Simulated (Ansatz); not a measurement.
Process, species as SMILES: ClCl (Cl2) + [H][H] (H2) → 2 Cl (HCl)
B3LYP-D3(BJ)/def2-TZVP geometries, fixed; electronic energies without zero-point terms.
Largest species:
```xyz
2

Cl     0.0000     0.0000    -1.0068
Cl     0.0000     0.0000     1.0068
```

Basis-set convergence of the energy of full hydrogenation at B2PLYP with Ansatz (an electronic-structure program). Cartesian d functions, on some or all atoms, in 6-31G*, 6-31+G*, 6-311G**, 6-311+G**; all else is spherical. Cores are frozen. No added dispersion term, no relativity. Functions are those of the species that has most. Reference: the value in aug-cc-pV(5+d)Z, -45.52 kcal/mol, itself unsure by roughly 0.12 kcal/mol (its mean distance from pcseg-4, aug-pcseg-3, aug-cc-pV(Q+d)Z). Deviations are taken from unrounded values.

```tsv
basis	functions	energy of full hydrogenation (kcal/mol)
def2-SVP	36	-48.94
def2-SVPD	54	-55.59
pcseg-1	36	-48.80
aug-pcseg-1	54	-49.66
6-31G*	38	-42.56
6-31+G*	46	-43.34
cc-pV(D+d)Z	46	-49.28
aug-cc-pV(D+d)Z	64	-51.15
6-311G**	54	-52.94
6-311+G**	62	-51.35
pcseg-2	68	-46.81
aug-pcseg-2	100	-46.28
def2-TZVP	74	-44.26
def2-TZVPD	92	-45.18
cc-pV(T+d)Z	78	-45.81
aug-cc-pV(T+d)Z	110	-46.29
def2-TZVPP	84	-46.03
def2-TZVPPD	102	-46.59
cc-pV(Q+d)Z	128	-45.62
aug-cc-pV(Q+d)Z	178	-45.78
pcseg-3	128	-45.68
aug-pcseg-3	178	-45.55
def2-QZVPP	140	-45.63
def2-QZVPPD	158	-45.74
cc-pV(5+d)Z	200	-45.46
aug-cc-pV(5+d)Z	272	-45.52
```

What the diffuse functions change, pair by pair:
- def2-SVP to def2-SVPD: 18 more functions, deviation -3.42 to -10.07 kcal/mol
- pcseg-1 to aug-pcseg-1: 18 more functions, deviation -3.28 to -4.14 kcal/mol
- 6-31G* to 6-31+G*: 8 more functions, deviation 2.96 to 2.18 kcal/mol
- cc-pV(D+d)Z to aug-cc-pV(D+d)Z: 18 more functions, deviation -3.76 to -5.64 kcal/mol
- 6-311G** to 6-311+G**: 8 more functions, deviation -7.42 to -5.84 kcal/mol
- pcseg-2 to aug-pcseg-2: 32 more functions, deviation -1.30 to -0.76 kcal/mol
- def2-TZVP to def2-TZVPD: 18 more functions, deviation 1.26 to 0.34 kcal/mol
- cc-pV(T+d)Z to aug-cc-pV(T+d)Z: 32 more functions, deviation -0.30 to -0.77 kcal/mol
- def2-TZVPP to def2-TZVPPD: 18 more functions, deviation -0.51 to -1.07 kcal/mol
- cc-pV(Q+d)Z to aug-cc-pV(Q+d)Z: 50 more functions, deviation -0.10 to -0.26 kcal/mol
- pcseg-3 to aug-pcseg-3: 50 more functions, deviation -0.16 to -0.03 kcal/mol
- def2-QZVPP to def2-QZVPPD: 18 more functions, deviation -0.12 to -0.23 kcal/mol
- cc-pV(5+d)Z to aug-cc-pV(5+d)Z: 72 more functions, deviation 0.06 to 0.00 kcal/mol

Leaving out the reference's own pair, they bring the value nearer the reference by more than 0.12 kcal/mol in 5 of 12 pairs.
